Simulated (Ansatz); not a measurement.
## Molecular dynamics of BH4MgN

input.yaml

```yaml
crystal:
  periodic: [false, false, false]
  atoms:
    - { symbol: "N", position_ang: [-1.080511, 0.539455, -0.641053] }
    - { symbol: B, position_ang: [-0.07257, 0.468313, 0.328423] }
    - { symbol: Mg, position_ang: [1.507614, -1.177693, 0.528804] }
    - { symbol: H, position_ang: [-1.223768, -0.144323, -1.375145] }
    - { symbol: H, position_ang: [-1.75983, 1.295912, -0.685466] }
    - { symbol: H, position_ang: [-0.096696, 1.406834, 1.110532] }
    - { symbol: H, position_ang: [2.725753, -2.388509, 0.733915] }
basis:
  gaussian: { orbitals: cc-pVDZ }
hamiltonian:
  xc: r2scan
  dispersion: d4
md:
  timestep: 1.0
  n_steps: 100
  ensemble: nvt_nose_hoover
  temperature: 1000.0
  initial_velocities: maxwell_boltzmann
  seed: 830433
  nose_hoover: { tau: 50.0, chain_length: 1 }
scf:
  lower_state_search: "off"
```

Command:

```bash
$ ansatz run input.yaml --threads 1 --pin off --max-ram 2048MiB --backend cpu --events-out ev --progress --plain --runs-dir out
```

It starts from a relaxed structure.

Output, in part (step lines, the closing report, with atoms numbered from 0):

```
md step     0: t =     0.00 fs  T =  1000.0 K  F+E_penalty+E_count = -7673.43253884 eV  E_kin = 0.646300 eV  conserved = -7672.78623885 eV  (16 SCF iters)
[... lines left out ...]
Total energy: -7672.58407528 eV, -281.9622641024 hartree
Atom 0 at    -1.095762     0.579703    -0.618478 Å, force    -1.271366    -1.139660    -4.781761 eV/Å
Atom 1 at    -0.137221     0.421002     0.352989 Å, force     0.973586    -0.412451     1.183190 eV/Å
Atom 2 at     1.525358    -1.168405     0.523712 Å, force     0.203140    -0.732215     0.201968 eV/Å
Atom 3 at    -1.162714    -0.155012    -1.381177 Å, force     0.510040     0.113216     1.457854 eV/Å
Atom 4 at    -1.347830     1.318171    -1.306545 Å, force    -0.175834     0.867280     2.013417 eV/Å
Atom 5 at    -0.134081     1.218704     1.250979 Å, force     0.154240     0.759551     0.040350 eV/Å
Atom 6 at     2.767482    -2.487804     0.766216 Å, force    -0.393805     0.544278    -0.115018 eV/Å
Dipole moment:    -0.270436     0.310913    -0.496076 e Å
```

The steps, from the saved trajectory:

| time (fs) | T (K) | potential energy less start (eV) | conserved less start (meV/atom) |
| --- | --- | --- | --- |
| 0.0 | 1000 | 0.000 | 0.00 |
| 3.0 | 608 | 0.261 | 1.08 |
| 6.0 | 284 | 0.473 | 1.30 |
| 9.0 | 419 | 0.384 | 0.83 |
| 12.0 | 555 | 0.298 | 0.58 |
| 15.0 | 349 | 0.441 | 1.32 |
| 18.0 | 550 | 0.313 | 0.77 |
| 21.0 | 713 | 0.216 | 0.54 |
| 24.0 | 406 | 0.429 | 1.30 |
| 27.0 | 363 | 0.462 | 1.03 |
| 30.0 | 563 | 0.341 | 0.78 |
| 33.0 | 588 | 0.340 | 0.98 |
| 36.0 | 562 | 0.372 | 0.99 |
| 39.0 | 701 | 0.298 | 0.80 |
| 42.0 | 627 | 0.369 | 1.11 |
| 45.0 | 542 | 0.440 | 0.84 |
| 48.0 | 567 | 0.445 | 1.35 |
| 51.0 | 692 | 0.386 | 1.09 |
| 54.0 | 701 | 0.402 | 0.68 |
| 57.0 | 659 | 0.463 | 1.91 |
| 60.0 | 827 | 0.378 | 0.65 |
| 63.0 | 548 | 0.589 | 1.34 |
| 66.0 | 404 | 0.711 | 2.38 |
| 69.0 | 751 | 0.502 | 0.89 |
| 72.0 | 981 | 0.395 | 1.32 |
| 75.0 | 849 | 0.529 | 1.49 |
| 78.0 | 766 | 0.616 | 1.49 |
| 81.0 | 1065 | 0.467 | 1.23 |
| 84.0 | 861 | 0.651 | 1.92 |
| 87.0 | 818 | 0.719 | 2.15 |
| 90.0 | 1008 | 0.642 | 2.11 |
| 93.0 | 1237 | 0.546 | 1.55 |
| 96.0 | 849 | 0.857 | 2.36 |
| 99.0 | 673 | 1.006 | 2.97 |

The run went to its last step. The conserved energy stayed within 3.5 meV per atom of its start (net change 2.3 meV per atom), so the integration is sound. The mean temperature of the second half is 19 % below the set value. A run of 0.1 ps of so small a system gives no equilibrium averages.

The same pairs are bonded in the first frame and the last. Pairs count as bonded within 1.25 times the sum of covalent radii (0.12 Å more for H–H).

Last frame:

```xyz
7
Properties=species:S:1:pos:R:3
N -1.096 0.580 -0.619
B -0.137 0.421 0.353
Mg 1.525 -1.168 0.524
H -1.163 -0.155 -1.381
H -1.348 1.318 -1.306
H -0.134 1.219 1.251
H 2.768 -2.488 0.766
```

The run took 3.1 min on 1 thread of Arm Neoverse V1, on a shared host, peak memory 0.096 GiB.
